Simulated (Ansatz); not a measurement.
Isolated molecules relaxed with PBE0-D4/def2-TZVP in Ansatz; ΔE leaves out vibrations. CBS: MP2 limit from def2 TZ/QZ plus the TZ coupled-cluster correction, frozen cores. This one scheme is used for every species. Functionals use def2-TZVPP. No spin–orbit coupling; open shells (•) take unrestricted orbitals. For Mg outer-core shells are correlated without core-valence functions, which leaves a few kJ/mol of doubt a bond.

Reaction (hydrogen abstraction from a Mg–H bond): `[MgH][SH]` + `[SiH3]`• → `[Mg][SH]`• + SiH₄

```csv
species,r2SCAN0-D4 energy (Eh)
`[MgH][SH]`,-599.44328
`[SiH3]`•,-291.20488
`[Mg][SH]`•,-598.83492
SiH₄,-291.85203
```

Work out ΔE.

ΔE = (-598.83492) + (-291.85203) − (-599.44328) − (-291.20488) = -0.03879 Eh = -101.8 kJ/mol. CCSD(T)/CBS gives -94.7 kJ/mol.

Largest T1 diagnostic among the species: 0.015.

Leaving LDA and LC-ωPBE aside and taking each functional with its dispersion term where it has one, the values, not all of them listed here, spread over 25.2 kJ/mol, from PBE-QIDH to B97M-V. LDA lies −10.5 kJ/mol from PBE without D4. From BLYP to BHLYP (50 % exact exchange), in def2-TZVPP and without D4, ΔE moves by −5.3 kJ/mol. At CCSD(T), def2-SVP lies −6.1 kJ/mol from the extrapolated value and def2-TZVPP −9.3 kJ/mol.
